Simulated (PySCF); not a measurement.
Molecule: (CH3)2CHCH2F, C4H9F.

Mapped SMILES: `[CH3:1][CH:2]([CH3:3])[CH2:4][F:5]`. Hydrogens are named by the atom that carries them.

Geometry PBE0-D3(BJ)/def2-SVP throughout; GIAO in PySCF 2.14.0 with density-fitted response routines, gas phase, one conformer, non-relativistic; equivalent atoms averaged; functional PBE0.

For orientation, def2-SVP gives these shifts δ (against TMS, CFCl3 at the same level): C4 84.8, C2 29.5, C1/C3 19.3, F5 -229.4, H(C4) 4.11, H(C1)/H(C3) 0.96, H(C2) 1.23 ppm.

A run gave: C4 92.5, C2 30.3, C1/C3 21.9, F5 -278.5, H(C4) 4.54, H(C1)/H(C3) 1.28, H(C2) 1.25 ppm (shifts δ (against TMS, CFCl3 at the same level)).

**Question.** Which basis set was used in that run?
A. pcSseg-0
B. aug-cc-pVDZ
C. cc-pVTZ
D. def2-TZVP

**Answer.** A. F5 tells them apart best: pcSseg-0 gives -278.5, cc-pVTZ gives -252.6, aug-cc-pVDZ gives -243.0, def2-TZVP gives -255.8 ppm.
